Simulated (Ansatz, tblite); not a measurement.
# [SnCl3]-: a ladder of methods and basis sets

One table from this session's results is given with a row withheld; the runs are named, their logs left out.

Method: as each input shows; program: Ansatz 0.2.0, Gaussian basis.

Plan: GFN1-xTB, GFN2-xTB, PBE-D4/def2-TZVPD, r2SCAN-D4/def2-TZVPD, B97M-V/def2-TZVPD, revPBE-D4/def2-TZVPD, BLYP-D4/def2-TZVPD, B2PLYP/def2-TZVPD, BHLYP-D4/def2-TZVPD, LC-ωPBE/def2-TZVPD, PBE-QIDH/def2-TZVPD, PBE-D4/def2-SVPD, PBE0-D4/def2-SVPD, CCSD(T)/def2-TZVPPD, MP2/def2-TZVPD, RPA/def2-TZVPD.

1 further run of the same task is left out (set aside as unsound or not needed). Runs told in other sessions of the task aren't counted.

### The relaxed structure

The singlet was relaxed beforehand with PBE-D4/def2-SVPD.

4 atoms, charge -1, spin multiplicity 1.

Bond lengths: Sn1–Cl2 2.542 Å, Sn1–Cl3 2.542 Å, Sn1–Cl4 2.542 Å. Angles: Cl2–Sn1–Cl3 98.6°, Cl2–Sn1–Cl4 98.6°, Cl3–Sn1–Cl4 98.6°.

Coordinates:

```xyz
4
charge -1, multiplicity 1
Sn   -0.0043    0.0056    0.9212
Cl    2.2267   -0.0327   -0.2964
Cl   -1.0844    1.9407   -0.3240
Cl   -1.1380   -1.9136   -0.3007
```

Sn takes a core potential in the def2 sets. No spin-orbit coupling is included. The ion is computed in the gas phase, without counter-ions or solvent.

PBE0-D4/def2-TZVPD was run before; its log isn't repeated, and its numbers join the tables.

The first run:

Tight binding, by tblite at 300 K electronic temperature and without a spin-polarisation term:

```python
tblite.interface.Calculator('GFN1-xTB', numbers, positions, charge=-1, uhf=0).singlepoint()
```

Tight binding, by tblite at 300 K electronic temperature and without a spin-polarisation term:

```python
tblite.interface.Calculator('GFN2-xTB', numbers, positions, charge=-1, uhf=0).singlepoint()
```

start.molden holds the orbitals of an earlier run on this state, given as this run's starting guess.

in.yaml reads:

```yaml
crystal:
  periodic: [false, false, false]
  atoms:
    - {symbol: Sn, position_ang: [-0.004331, 0.005632, 0.921175]}
    - {symbol: Cl, position_ang: [2.226710, -0.032736, -0.296443]}
    - {symbol: Cl, position_ang: [-1.084400, 1.940722, -0.324029]}
    - {symbol: Cl, position_ang: [-1.137969, -1.913618, -0.300703]}
basis:
  gaussian: {orbitals: def2-TZVPD, initial_orbitals: start.molden}
total_charge: -1
hamiltonian: {xc: pbe, dispersion: d4}
scf: {omitted_lower_state_checks: [starts]}
output: {orbitals: {seedname: orbitals}}
```

Started as:

```sh
$ ansatz run in.yaml --threads 4 --pin off --events-out ev --progress --plain --max-ram 3916MiB
```

Among the steps run: PBE-D4/def2-TZVPD; r2SCAN-D4/def2-TZVPD; B97M-V/def2-TZVPD; revPBE-D4/def2-TZVPD; BLYP-D4/def2-TZVPD; B2PLYP/def2-TZVPD; BHLYP-D4/def2-TZVPD; LC-ωPBE/def2-TZVPD; PBE-QIDH/def2-TZVPD; PBE-D4/def2-SVPD; PBE0-D4/def2-SVPD; CCSD(T)/def2-TZVPPD; MP2/def2-TZVPD; RPA/def2-TZVPD.

One table of the session follows, with a row left open; its other results are not shown here.

It belongs to the step «Levels side by side». 

| level | HOMO (eV) | LUMO (eV) | gap (eV) |
| --- | --- | --- | --- |
| PBE-D4/def2-SVPD | -2.07 | 2.15 | 4.22 |
| PBE-D4/def2-TZVPD | -2.00 | 2.19 | 4.19 |
| revPBE-D4/def2-TZVPD | -1.94 | 2.25 | 4.20 |
| BLYP-D4/def2-TZVPD | -1.89 | 2.24 | 4.13 |
| r2SCAN-D4/def2-TZVPD | -2.24 | 2.52 | 4.76 |
| B97M-V/def2-TZVPD | ? | ? | ? |
| PBE0-D4/def2-SVPD | -3.05 | 2.82 | 5.86 |
| PBE0-D4/def2-TZVPD | -2.98 | 2.84 | 5.82 |
| BHLYP-D4/def2-TZVPD | -3.88 | 3.41 | 7.29 |
| LC-ωPBE/def2-TZVPD | -5.32 | 4.24 | 9.56 |

**Question.** Estimate the row for B97M-V/def2-TZVPD.

As computed: HOMO (eV): -2.19; LUMO (eV): 2.31; gap (eV): 4.50. In the column «HOMO (eV)» it lies between r2SCAN-D4/def2-TZVPD (-2.24) and PBE-D4/def2-SVPD (-2.07).
